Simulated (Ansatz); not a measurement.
SiH2F2 (SiF2H2): the electronic atomisation energy, rung by rung

SiH2F2: 5 atoms, total charge 0, spin state singlet. As SMILES, `[H][Si]([H])(F)F`. The coordinates come from a GFN2-xTB relaxation.

Each level gives the electronic atomisation energy (eV). The values are calculated. Electronic energies at fixed atoms, without zero-point motion or spin-orbit coupling.

```
         level                    kind  program  value (eV)  less FCI/STO-3G  CPU time (all runs)
     HF/STO-3G            Hartree–Fock   Ansatz       13.49            -2.03               0.18 s
 revPBE/STO-3G                     GGA   Ansatz       19.25            +3.73                2.2 s
 r2SCAN/STO-3G                meta-GGA   Ansatz       19.33            +3.81                5.5 s
r2SCAN0/STO-3G         hybrid meta-GGA   Ansatz       18.48            +2.96                4.9 s
wB97M-V/STO-3G  range-separated hybrid   Ansatz       19.60            +4.08                 23 s
 B2PLYP/STO-3G           double hybrid   Ansatz       17.67            +2.15                2.4 s
RPA@PBE/STO-3G                     RPA   Ansatz       14.09            -1.43                3.1 s
BCCD(T)/STO-3G   coupled cluster or CI   Ansatz       15.51            -0.01                0.4 s
   CCSD/STO-3G   coupled cluster or CI   Ansatz       15.42            -0.10               0.32 s
    FCI/STO-3G      exact in the basis   Ansatz       15.52             0.00                3.6 s
```

FCI/STO-3G is exact within its basis and frozen core, so for wave-function methods in that basis the difference is their error; functionals converge differently with the basis, so for them it is only a difference. The values span 13.49 to 19.60 eV. All rows use very small basis sets, so even the best lies far from the true value. Times are those of the runs behind each value, whatever else they computed, on shared processors of several kinds: orders of magnitude only.
